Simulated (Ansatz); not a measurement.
System: solid CO2 (dry ice). Method: r²SCAN (plane waves, PAW; Ansatz, a quantum-chemistry and plane-wave program).

Run with plane-wave cutoff 600 eV, 4×4×4 k mesh, scalar-relativistic PAW data made under PBE.

Cell (measured lattice):

CO$_{2}$ has the cubic space group Pa-3 (No. 205), Pearson symbol cP12. Lattice parameters: a = b = c = 5.560 Å, α = β = γ = 90.00°. C on 4a has 2 O at 1.160 Å (linear). O on 8c is surrounded by 1 C at 1.160 Å. (Neighbours: up to the widest gap in distance over summed covalent radii, below 1.35, at either atom.)

### Question
Predict the Poisson ratio, Voigt–Reuss–Hill bulk modulus, elastic constant C12, elastic constant C44 and elastic constant C11.

### Answer

- Poisson ratio = 0.290
- Voigt–Reuss–Hill bulk modulus = 8.88 GPa
- elastic constant C12 = 6.65 GPa
- elastic constant C44 = 5.16 GPa
- elastic constant C11 = 13.3 GPa

Note: the cell isn't this level's own, so it is under some stress, which shifts stiffness and frequencies.

Elastic constants are with the ions relaxed.

The computed numbers hold no vibrational or temperature effects.
